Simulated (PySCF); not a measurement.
# OF⁺ under other conditions

Aim: change spin, charge, geometry, field or solvent of OF⁺, one at a time, and compare with the base run.

Computed with PySCF 2.14.0. Level: method and basis as typed in the scripts.

4 further runs of the same task are left out: 4 that didn't finish.

## (1) Where the work starts

OF⁺: 2 atoms, charge 1, spin multiplicity 1.

Bond lengths: O1–F2 1.249 Å.

## (2) The base run

input.py reads:

```python
from pyscf import gto, dft
from pyscf.geomopt.geometric_solver import optimize

mol = gto.M(
    atom='O 0 0 0; F 0 0 1.249',
    basis='cc-pvtz',
    charge=1,
    spin=0,
    verbose=4,
)
mf = dft.RKS(mol, xc='pbe0')
mf.kernel()
g = mf.nuc_grad_method()
g.grid_response = True
mol_eq = optimize(g.as_scanner(), maxsteps=30)
print('optimised geometry (angstrom)')
print(mol_eq.tostring('raw'))
print('orbital energies (hartree):', mf.mo_energy[..., max(0, mol.nelec[1]-3):mol.nelec[0]+3].round(4))
```

On the command line:

```
OMP_NUM_THREADS=1 python input.py
```

Its log is not repeated here.

It gives: at the starting geometry E(SCF) = -174.223321 Eh, 9 cycles, optimised bond 1.209 Å in 5 steps; the optimisation lowers the energy by 0.052 eV.

## (3) Lengths in bohr

Run 1 changes length unit: angstrom → bohr; bond length: 1.249 Å → 1.249 bohr.

input.py reads:

```python
from pyscf import gto, dft
from pyscf.geomopt.geometric_solver import optimize

mol = gto.M(
    atom='O 0 0 0; F 0 0 1.249',
    basis='cc-pvtz',
    charge=1,
    spin=0,
    unit='bohr',
    verbose=4,
)
mf = dft.RKS(mol, xc='pbe0')
mf.kernel()
g = mf.nuc_grad_method()
g.grid_response = True
mol_eq = optimize(g.as_scanner(), maxsteps=30)
print('optimised geometry (angstrom)')
print(mol_eq.tostring('raw'))
print('orbital energies (hartree):', mf.mo_energy[..., max(0, mol.nelec[1]-3):mol.nelec[0]+3].round(4))
```

On the command line:

```
OMP_NUM_THREADS=1 python input.py
```

## (4) Charge +0 (doublet, UKS)

Run 2 changes charge: 1 → 0; spin (2S): 0 → 1; SCF type: RKS → UKS.

input.py reads:

```python
from pyscf import gto, dft
from pyscf.geomopt.geometric_solver import optimize

mol = gto.M(
    atom='O 0 0 0; F 0 0 1.249',
    basis='cc-pvtz',
    charge=0,
    spin=1,
    verbose=4,
)
mf = dft.UKS(mol, xc='pbe0')
mf.kernel()
g = mf.nuc_grad_method()
g.grid_response = True
mol_eq = optimize(g.as_scanner(), maxsteps=30)
print('optimised geometry (angstrom)')
print(mol_eq.tostring('raw'))
print('orbital energies (hartree):', [e[max(0, n-3):n+3].round(4) for e, n in zip(mf.mo_energy, mol.nelec)])
```

## (5) Bond 1.399 Å

Run 3 changes bond length: 1.249 Å → 1.399 Å.

Edit input.py of step 2 so:

```diff
@@ -4,3 +4,3 @@
 mol = gto.M(
-    atom='O 0 0 0; F 0 0 1.249',
+    atom='O 0 0 0; F 0 0 1.399',
     basis='cc-pvtz',
```

## (6) Triplet (UKS)

Run 4 changes spin (2S): 0 → 2; SCF type: RKS → UKS.

input.py reads:

```python
from pyscf import gto, dft
from pyscf.geomopt.geometric_solver import optimize

mol = gto.M(
    atom='O 0 0 0; F 0 0 1.249',
    basis='cc-pvtz',
    charge=1,
    spin=2,
    verbose=4,
)
mf = dft.UKS(mol, xc='pbe0')
mf.kernel()
g = mf.nuc_grad_method()
g.grid_response = True
mol_eq = optimize(g.as_scanner(), maxsteps=30)
print('optimised geometry (angstrom)')
print(mol_eq.tostring('raw'))
print('orbital energies (hartree):', [e[max(0, n-3):n+3].round(4) for e, n in zip(mf.mo_energy, mol.nelec)])
```

Before running it: what results should come out? Wanted: for each run, E(SCF); from base; gap, α spin; after the SCF.

As calculated:

```tsv
run	E(SCF) (hartree)	from base (eV)	cycles	gap, α spin (eV)	after the SCF
base	-174.223321	0	9	2.85	bond 1.209 Å, -0.052 eV
lengths in bohr (poor choice)	-172.130786	not comparable	8	2.93	bond 1.209 Å, -56.993 eV
charge +0 (doublet, UKS)	-174.764238	-14.7191	10	11.17	bond 1.331 Å, -0.178 eV
bond 1.399 Å	-174.193253	+0.8182	9	2.79	bond 1.209 Å, -0.870 eV
triplet (UKS)	-174.307355	-2.2867	11	12.88	bond 1.214 Å, -0.039 eV
```

SCF columns refer to the geometry typed in the script.

The largest comparable shift of the SCF energy, -2.287 eV, comes with the run “triplet (UKS)”. At the SCF level, adding an electron (to the doublet) releases 14.72 eV at fixed geometry. The triplet solution found lies 2.29 eV below the base singlet at this geometry and level, so the base is not the lowest spin state. Rows marked «poor choice» come from settings spoiled on purpose.
